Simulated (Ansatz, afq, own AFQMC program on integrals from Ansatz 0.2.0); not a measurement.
GeH2, singlet: AFQMC among the cluster methods

```yaml
atoms:
  - { symbol: Ge, position_ang: [0.0000, -0.0426, -0.0125] }
  - { symbol: H, position_ang: [0.0000, 1.0782, -1.1460] }
  - { symbol: H, position_ang: [0.0000, 1.9929, 2.0460] }
```

Basis cc-pVDZ. Only valence electrons are correlated. AFQMC by an in-house program on the Cholesky factors that Ansatz 0.2.0 writes for its CCSD(T) run. ph-AFQMC/CISD is guided by a CISD state made of CCSD amplitudes; releasing the constraint for a short imaginary time cuts its bias at the price of noise, slowly where states lie close. ± is one standard error of the sampling. No spin–orbit coupling.

Determinant: UHF, the one that the program's search chose, which needn't be the lowest solution. The geometry is a point of a scan.

Full CI on the same integrals is exact in this basis and with this determinant's frozen core.

Cautions: no relativity below Rb; no spin-orbit coupling; inner d shell frozen; strong correlation (T1 0.078, weight of the determinant 0.76, largest double 0.34); unrestricted determinant spin contaminated (⟨S²⟩ 0.87 against 0.00); the CCSDT(Q) amplitudes may be one of several solutions (largest double 0.56); the CCSDTQ amplitudes may be one of several solutions (largest double 0.57); the released energies are still falling, so no released level is given (meV from the phaseless value at times in 1/Eh: -1 ± 3 at 0.24, -6 ± 3 at 0.51, -8 ± 6 at 0.99, -16 ± 3 at 1.62, -20 ± 4 at 2.40).

The T1 diagnostic is 0.0785. The weight of the determinant in the CISD state is 0.760 and the ⟨S²⟩ of the determinant is 0.867. The size of the correlated space is 6 electrons in 23 orbitals.

| level | correlation energy (eV) |
| --- | --- |
| MP2 | -1.7213 |
| CCSD | -2.5345 |
| CCSD(T) | -2.6410 |

(1) Estimate where phaseless AFQMC with a CISD trial lies against CCSD(T) on the same integrals.

(1) 7.9 ± 0.4 kJ/mol below CCSD(T).

Reference: full CI, correlation energy -2.752 eV. The cautions show a poor starting determinant, so the rows tell how each method copes with it here, and full CI is the sure value.

| level | E − E(reference) (kJ/mol) | share of correlation (%) |
| --- | --- | --- |
| CCSD(T) | 10.7 | 95.97 |
| CCSDT | 0.9 | 99.66 |
| CCSDT(Q) | -0.1 | 100.04 |
| CCSDTQ | 0.0 | 99.99 |
| ph-AFQMC/CISD | 2.8 ± 0.4 | 98.95 |

CCSDT and higher add their correlation energy to the determinant of the CCSD(T) run, since their own runs factorise the integrals more tightly (a shift of under 2 meV). A walk keeps the symmetry of its determinant, which the program's search chose and which needn't be the lowest solution, so a lower state of the same spin and another symmetry isn't excluded.
